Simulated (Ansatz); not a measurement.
`NBO` + H–F → `NBF` + H₂O at 400 K and 1 bar (ligand exchange at a B–O bond).

Computed with Ansatz on PBE0-D4/def2-TZVP structures; ΔE is electronic, products minus reactants. CBS: def2 TZ/QZ extrapolation, frozen cores. Each species was taken in one conformer, which may not be the lowest.

```
species  CCSD(T)/CBS energy (Eh)  H − E (kJ/mol)  S (J/(mol·K))
  `NBO`               -157.16794           164.0          281.5
    H–F               -100.39431            36.5          182.2
  `NBF`               -181.19261           130.1          274.9
    H₂O                -76.37685            69.8          198.6
```

H − E and S are ideal-gas, rigid-rotor, harmonic terms from PBE0-D4/def2-TZVP, for one conformer and one mirror image of each species. 1 Eh = 2625.50 kJ/mol, R = 8.31446 J/(mol·K).

Problem. By hand: ΔE, ΔH, ΔS and ΔG.

Solution. ΔE = (-181.19261) + (-76.37685) − (-157.16794) − (-100.39431) = -0.00721 Eh = -18.9 kJ/mol. Δ(H − E) = 130.1 + 69.8 − 164.0 − 36.5 = -0.6, so ΔH = -19.5 kJ/mol. ΔS = 274.9 + 198.6 − 281.5 − 182.2 = 9.8 J/(mol·K). ΔG = -19.5 − 400 × (9.8)/1000 = -23.4 kJ/mol.

Problem. By hand: the equilibrium constant, and the temperature at which ΔG would vanish if ΔH and ΔS stayed fixed.

Solution. log₁₀ K = −ΔG/(RT ln 10) = 3.1. ΔH and −TΔS have one sign here, so there is no such temperature.

The number of gas molecules stays the same, so ΔS is small and ΔH decides. A doubt of 5 kJ/mol in ΔE shifts log₁₀ K by 0.7 here. Other conformers and mirror images would add mixing entropy, several J/(mol·K) or more a flexible species. These are equilibria of isolated gas molecules and say nothing of rates. Largest T1 diagnostic: 0.012 (customary marks: 0.02 for closed shells, 0.045 for open ones).

ΔS is within the doubt of such terms, so its sign, and with it that verdict, could turn.
